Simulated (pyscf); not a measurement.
Optimised with ωB97X-D3(BJ)/def2-SVP in PySCF. Correlated levels are frozen-core, on RHF or UHF. ΔMP2 is the change of the MP2 total energy from the triple- to the quadruple-zeta basis.

Task: PBE/def2-TZVP puts the barrier of H₂C=C=CH₂ (SMILES C=C=C) + HBr (SMILES Br) -> H₂C=C(CH₃)–Br (SMILES C=C(C)Br) (addition across a multiple bond or ene-type step; singlet surface; Br–H broken, C–H, Br–C formed) at 1.13 eV and the reaction energy at -1.35 eV, from the separated reactants. What do PBE0-D3(BJ)/def2-TZVP, ωB97M-D3(BJ)/def2-TZVP, CCSD(T)/def2-TZVPP + ΔMP2(QZVPP) give on the same structures?

Result: PBE0-D3(BJ): ΔE‡ = 1.22 eV, ΔE = -1.55 eV; ωB97M-D3(BJ): ΔE‡ = 1.45 eV, ΔE = -1.38 eV; CCSD(T): ΔE‡ = 1.57 eV, ΔE = -1.44 eV. PBE's barrier lies under all of them, by 0.10 to 0.44 eV. Its reaction energy lies over all of them, by 0.03 to 0.19 eV. Low barriers are usual for a GGA, whose delocalisation error favours stretched bonds. On the product side the descent ends in a point that may be a rotor saddle (no frequency run), 0.11 eV over the lowest minimum found and 2.89 eV under the saddle at ωB97X-D3(BJ)/def2-TZVP. At ωB97X-D3(BJ)/def2-TZVP the barrier from the zero used here is 1.42 eV. The same reactants have a lower exit, to HC≡C–CH₃ + HBr (barrier +1.23 eV at ωB97M-D3(BJ)/def2-TZVP, against +1.45 eV here). This is the saddle that the search found; another between the same sides may lie lower. The CCSD(T) − MP2 part came from Ansatz, without density fitting, on the same reference. The frozen core leaves the outer d or s,p core shells of the metals and heavy elements correlated in the MP2 and CC values, and def2-TZVPP describes them poorly, which can shift differences by a few kcal/mol. Elements up to Kr have no core potential and no relativistic terms here.
